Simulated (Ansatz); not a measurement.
BH₅SSi, SMILES `BS[SiH3]`, 8 atoms. Total charge 0; spin multiplicity 1. All runs use 2 threads of an Arm Neoverse V1 on a shared host. Correlated methods freeze the cores. Open-shell runs search over several starts.

Task: How many basis functions does each run have, and how long does it take in Ansatz? RKS ωB97M-V/def2-QZVPP energy; RHF-CCSD(T)/def2-SVP energy; UKS PBE0-D4/def2-TZVPP energy of the cation; direct RPA on PBE orbitals/def2-TZVPP energy; RKS PBE0-D4/def2-TZVP relaxation (11 steps); UHF-CCSD(T)/def2-TZVPP energy of the cation; UKS r2SCAN-D4/def2-TZVPP energy of the cation; RKS PBE0-D4/def2-QZVPP energy; UKS ωB97X-V/def2-TZVPP energy of the cation; RKS LC-ωPBE/def2-TZVPP energy; UKS B3LYP-D4/def2-TZVPP energy of the cation; UHF-MP2/def2-QZVPP energy of the cation. (Estimate.)

Result: The calculation gave: Other jobs shared the machine, so times are rough.

```json
{"level": "RHF-CCSD(T)/def2-SVP", "job": "energy", "functions": "75", "wall time": "1.2 s", "peak host memory (GiB)": "0.18"}
{"level": "RKS LC-ωPBE/def2-TZVPP", "job": "energy", "functions": "185", "wall time": "2.4 s", "peak host memory (GiB)": "0.26"}
{"level": "direct RPA on PBE orbitals/def2-TZVPP", "job": "energy", "functions": "185", "wall time": "3.5 s", "peak host memory (GiB)": "0.32"}
{"level": "RKS PBE0-D4/def2-QZVPP", "job": "energy", "functions": "347", "wall time": "6 s", "peak host memory (GiB)": "0.86"}
{"level": "UKS PBE0-D4/def2-TZVPP", "job": "energy of the cation", "functions": "185", "wall time": "10 s", "peak host memory (GiB)": "0.48"}
{"level": "UKS B3LYP-D4/def2-TZVPP", "job": "energy of the cation", "functions": "185", "wall time": "12 s", "peak host memory (GiB)": "0.48"}
{"level": "RKS ωB97M-V/def2-QZVPP", "job": "energy", "functions": "347", "wall time": "16 s", "peak host memory (GiB)": "1.1"}
{"level": "UKS r2SCAN-D4/def2-TZVPP", "job": "energy of the cation", "functions": "185", "wall time": "26 s", "peak host memory (GiB)": "0.5"}
{"level": "RKS PBE0-D4/def2-TZVP", "job": "relaxation (11 steps)", "functions": "135", "wall time": "27 s", "peak host memory (GiB)": "0.24"}
{"level": "UHF-MP2/def2-QZVPP", "job": "energy of the cation", "functions": "347", "wall time": "34 s", "peak host memory (GiB)": "1.4"}
{"level": "UKS ωB97X-V/def2-TZVPP", "job": "energy of the cation", "functions": "185", "wall time": "36 s", "peak host memory (GiB)": "0.8"}
{"level": "UHF-CCSD(T)/def2-TZVPP", "job": "energy of the cation", "functions": "185", "wall time": "8.2 min", "peak host memory (GiB)": "1.7"}
```

B3LYP here is the variant with VWN-RPA as its local correlation; programs differ in this. LC-ωPBE has ω = 0.4 bohr⁻¹.
